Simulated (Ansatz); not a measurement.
**In2O: one input, then a changed one**

The cell is built from the fluorite type as a first guess.

First run: DFT, PBE, PAW with Ansatz's default frozen-core files, scalar-relativistic (Ansatz 0.2.0).

Command: `ansatz run input.yaml --threads 1 --pin off --max-ram 4096MiB --backend cpu --events-out ev --progress --plain --runs-dir out` The run took 12 s on 1 thread of Intel(R) Xeon(R) 6975P-C (Granite Rapids), on a shared host, peak memory 0.43 GiB.

```yaml
crystal:
  lattice:
    - [0.0, 2.9465980037, 2.9465980037]
    - [2.9465980037, 0.0, 2.9465980037]
    - [2.9465980037, 2.9465980037, 0.0]
  atoms:
    - { symbol: O, position: [0.0, 0.0, 0.0] }
    - { symbol: In, position: [0.25, 0.25, 0.25] }
    - { symbol: In, position: [0.75, 0.75, 0.75] }
kpoints:
  mp_grid: { grid: [10, 10, 10] }
scf:
  occupations: { method: fermi_dirac, width: 0.03 }
hamiltonian:
  xc: pbe
  pseudopotentials: { kind: paw }
output:
  forces: true
  stress: true
relax:
  f_tol: 0.005
  max_steps: 80
  cell: {}
```

Result: converged; relaxed volume 21.974 Å³/atom; 55 SCF iterations in all.

No spin–orbit coupling, which matters for the heavy atoms here.

A second input differs as follows:

```diff
@@ -11,5 +11,6 @@
   mp_grid: { grid: [10, 10, 10] }
 scf:
-  occupations: { method: fermi_dirac, width: 0.03 }
+  occupations: { method: methfessel_paxton, width: 2.0 }
+  max_iter: 50
 hamiltonian:
   xc: pbe
```

What is wrong with it, and what does the program do?

The fault is a smearing of electronvolts. The run converged; energy at zero smearing +6.7 meV/atom from the first run; relaxed volume 21.015 Å³/atom; 48 SCF iterations in all. Such numbers aren't properties of the crystal. The log ends:
```
        0.000000       0.000000       0.010615
  P = ⅓ Tr σ = 0.0106 GPa (0.106 kbar)
--- Relaxed structure (6 steps of the walk, 6 accepted, 2 SCFs on fresh bases) ---
  F+E_penalty+E_count = -11761.07835506 eV   max|allowed force component| = 1.311e-16 eV/Å   (the final SCF, on the basis selected at the relaxed cell)
  cell:  # Å, volume = 63.0462 Å³
    - [3.0572232445847893e-33, 3.1589521592459997, 3.1589521592459997]
    - [3.1589521592459997, 2.7387622192070276e-34, 3.1589521592459997]
    - [3.1589521592459997, 3.1589521592459997, 1.7961186415956954e-33]
  atoms:
    - { symbol: O, position: [-4.218857109894942e-33, 2.7722880672380467e-33, 3.426126380996207e-33] }
    - { symbol: In, position: [0.25, 0.25, 0.25] }
    - { symbol: In, position: [0.7500000000000001, 0.7500000000000001, 0.7500000000000001] }
```
